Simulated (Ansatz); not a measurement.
**α-phase S**

The numbers are results of Hartree–Fock (plane waves, PAW; Ansatz, a quantum-chemistry and plane-wave program), not measurements.

Run with plane-wave cutoff 500 eV, 4×4×4 k mesh, gaussian smearing 0.02 eV, scalar-relativistic PAW data made under PBE.

Cell (relaxed with r²SCAN):

```
CELL_PARAMETERS angstrom
      0.00000     6.59667    12.46334
      5.39665     0.00000    12.46334
      5.39665     6.59667     0.00000
ATOMIC_POSITIONS crystal
  S  0.74096 0.85545 0.85660
  S  0.04699 0.85660 0.85545
  S  0.85660 0.04699 0.74096
  S  0.85545 0.74096 0.04699
  S  0.95301 0.14340 0.14455
  S  0.14340 0.95301 0.25904
  S  0.14455 0.25904 0.95301
  S  0.25904 0.14455 0.14340
  S  0.80435 0.68792 0.73645
  S  0.27128 0.73645 0.68792
  S  0.73645 0.27128 0.80435
  S  0.68792 0.80435 0.27128
  S  0.72872 0.26355 0.31208
  S  0.26355 0.72872 0.19565
  S  0.31208 0.19565 0.72872
  S  0.19565 0.31208 0.26355
  S  0.61228 0.73597 0.83309
  S  0.31866 0.83309 0.73597
  S  0.83309 0.31866 0.61228
  S  0.73597 0.61228 0.31866
  S  0.68134 0.16691 0.26403
  S  0.16691 0.68134 0.38772
  S  0.26403 0.38772 0.68134
  S  0.38772 0.26403 0.16691
  S  0.24741 0.00943 0.56700
  S  0.00943 0.24741 0.67616
  S  0.56700 0.67616 0.24741
  S  0.67616 0.56700 0.00943
  S  0.99057 0.75259 0.32384
  S  0.43300 0.32384 0.75259
  S  0.32384 0.43300 0.99057
  S  0.75259 0.99057 0.43300
```

```
Quantity                       Result
--------  ---------------------------
band gap  9.91 eV (on the SCF k mesh)
```

Note: the PAW data were made under another functional than the one run; cell and atoms aren't relaxed at this level (largest force component 0.40 eV/Å, pressure 0.4 GPa).

The computed numbers hold no vibrational or temperature effects.
